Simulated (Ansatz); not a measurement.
Zinc-blende MnSe (metastable phase)

Calculation: PBEsol (Ansatz, a first-principles code, PAW).

Settings: plane-wave cutoff 500 eV, 12×12×12 k mesh, Fermi–Dirac smearing 0.05 eV, spin-polarised start, scalar-relativistic PAW data made under PBE.

Cell: relaxed at this level.

```json
{
  "equilibrium_volume_per_atom": "24.51 Å³/atom",
  "lattice_parameter_a": "5.809 Å",
  "band_gap": "zero (no gap)"
}
```

Note: the magnetic order was assumed, not searched for or taken from measurement.

Spin–orbit coupling is not included.

The computed numbers hold no vibrational or temperature effects.

Computing time: very roughly 2.2 core-minutes.
